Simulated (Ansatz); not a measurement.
## Ansatz (development build ahead of 0.2.0) run

```yaml
crystal:
  periodic: [false, false, false]
  atoms:
    - { symbol: B, position_ang: [0.0, 0.48742, -0.84422] }
    - { symbol: B, position_ang: [0.0, -0.97484, 0.0] }
    - { symbol: B, position_ang: [0.0, 0.48742, 0.84422] }
basis:
  gaussian: { orbitals: def2-SVP }
magnetization:
  spin_polarized: true
  initial_magnetization: 1
hamiltonian:
  xc: hf
correlation:
  method: mp2
  frozen_orbitals: { B: 1 }
```

The input is written out in the form of the current development build from the run's settings.

The run gave:

```json
{"Converged": "yes", "Reference energy": "-73.70554 hartree", "Correlation energy": "-0.16255 hartree", "Total energy": "-73.86809 hartree", "Spin squared of the determinant": "2.144", "Stability test": "minimum"}
```

Messages of the program:
```
mean field -2005.63004375 eV, -73.7055446431 hartree, gradient 2.8e-6 eV, S^2 2.144137; 43 other ends of a descent, 0 dependent functions left out
```

Caution: the unrestricted determinant is a mixture of spin states.
